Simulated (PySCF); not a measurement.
Compound: cyanoformamide, C2H2N2O.
Numbering: `[N:1]#[C:2][C:3]([NH2:4])=[O:5]` (hydrogens: H6, H7 on N4)

Computed with PySCF at wB97X-D/pcSseg-2, non-relativistic, on one gas-phase PBE0-D3(BJ)/def2-TZVP geometry that isn't relaxed in the solvent. The solvent is an IEF-PCM continuum (cavity from Bondi-type radii × 1.2). Only the electrostatic response of the medium enters.

Gas phase at wB97X-D/pcSseg-2: HOMO -10.80 eV, LUMO 0.11 eV, dipole 4.70 D.

**Question.** What does the continuum do to the energy, the frontier levels and the dipole at wB97X-D/pcSseg-2 in chloroform?

**Answer.** 
```tsv
solvent	ε	E(solvent) − E(gas) (kcal/mol)	polarisation term (kcal/mol)	distortion of the solute (kcal/mol)	HOMO (eV)	LUMO (eV)	dipole (D)
chloroform	4.711	-8.00	-9.30	1.30	-10.68	0.19	5.65
```

Polarisation term: ½ Σ q·V over the induced surface charges. Distortion: the rise of the solute's own energy as its density leaves the gas-phase optimum.

**Question.** Which radius a makes the point-dipole formula ΔE = −[(ε − 1)/(2ε + 1)]·μ²/a³ give the value in chloroform, with the gas-phase dipole?

**Answer.** μ = 1.847 au and |ΔE| = 0.01275 Eh give a = 2.42 Å; the farthest nucleus lies 2.47 Å from the centroid of the nuclei, so such a sphere wouldn't even hold the nuclei. The formula assumes a rigid point dipole at the centre of a sphere.

The values belong to the conformer `[N:1]#[C:2][C:3]([NH2:4])=[O:5]`: H–N4–C3–C2 180°, H–N4–C3–C2 0°.

Note: wB97X-D ran without an empirical dispersion term, which enters the total energy and its gradient alone.
